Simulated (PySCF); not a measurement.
Compound: acetylene, C2H2.
Structure used (B3LYP/def2-TZVP), in Å, numbered top down from 1:
```
atom  x, y, z in Å
C1     0.5422   -0.0055    0.5752
C2    -0.5372    0.0083    0.0583
H3     1.4999   -0.0176    1.0358
H4    -1.4949    0.0204   -0.4023
```

Method: B3LYP/def2-TZVP geometry optimisation, gas phase (PySCF 2.14.0).

Masses are those of the commonest isotopes; rigid-rotor values at the optimised geometry. 

Problem. What are the moment of inertia and the rotational constant?

Solution. I = 14.158 u·Å², B = 505379 MHz·u·Å²/I = 35697 MHz (1.1907 cm⁻¹, or 1.713 K as hB/k).

Problem. List the first levels of a rigid rotor in a Σ state.

Solution. E(J) = BJ(J+1): J = 1: 2.381, J = 2: 7.144, J = 3: 14.289, J = 4: 23.814, J = 5: 35.721, J = 6: 50.010 cm⁻¹.

Problem. Has it a pure rotational spectrum?

Solution. Not by electric dipole: D∞h allows no dipole (computed 0.00 D). Rotational Raman lines (ΔJ = 2) lie at B(4J + 6), spaced by 4B = 4.763 cm⁻¹, with nuclear-spin weights that differ between even and odd J.

Problem. Estimate the classical rotational partition function at 25 K, 100 K and 298.15 K.

Solution. Point group D∞h, symmetry number σ = 2; q = kT/(σhB), k/h = 20836.6 MHz/K: 7.3 at 25 K, 29.2 at 100 K, 87.0 at 298.15 K.

No B3LYP/def2-TZVP frequencies stand behind this structure, so it isn't proved a minimum. Zero-point vibration and centrifugal distortion are left out.
